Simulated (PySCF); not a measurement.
# Computed NMR parameters against published values

Cartesian coordinates in Å; atom numbers follow the order of the lines, from 1:
```xyz
8

P     1.719   -0.122   -0.203
P     0.006   -0.484    1.206
P    -1.582   -0.351   -0.377
H     1.637    1.300   -0.067
H     2.701   -0.219    0.833
H     0.112   -1.906    1.071
H    -1.708    1.069   -0.245
H    -2.645   -0.585    0.553
```

What is known from experiment: δ ³¹P P1/P3 -162.6; P2 -179.1 ppm (measured; solution; W. H. Hersh, T.-Y. Chan, Beilstein J. Org. Chem. 19 (2023) 36, supporting information).

PySCF 2.14.0 with density-fitted response routines calculation with NMR shieldings at PBE0/pcSseg-1/GIAO and geometry: PBE0-D3(BJ)/def2-SVP; gas phase, a single conformation, non-relativistic Hamiltonian, fast rotation and ring inversion assumed for equivalent nuclei.

(1) Set the calculated values beside the experiment.

(2) How far are the unscaled ³¹P shifts from the references?

Results:

(1) 
Reference values: measured (solution; W. H. Hersh, T.-Y. Chan, Beilstein J. Org. Chem. 19 (2023) 36, supporting information).
```
atoms             quantity  reference  computed  computed, scaled
P1/P3  δ ³¹P vs 85 % H3PO4     -162.6    -204.2            -165.4
   P2  δ ³¹P vs 85 % H3PO4     -179.1    -159.0            -126.1
```

Computed shifts are σ(ref) − σ with the named reference compound (TMS for H and C) calculated as an isolated molecule at the same level. The measured values may be among those fitted. Shieldings were converted by a linear fit to measured shifts: ³¹P (scatter 18.7 ppm rms vs H3PO4, solution or neat liquid). A few per cent of atoms miss by over 2 rms, more outside the fitted compound classes.

(2) Mean signed difference -10.75 ppm, mean absolute 30.85 ppm over 2 comparisons; the largest is -41.6 ppm at P1/P3 (phosphorus bonded to P, 2 H).
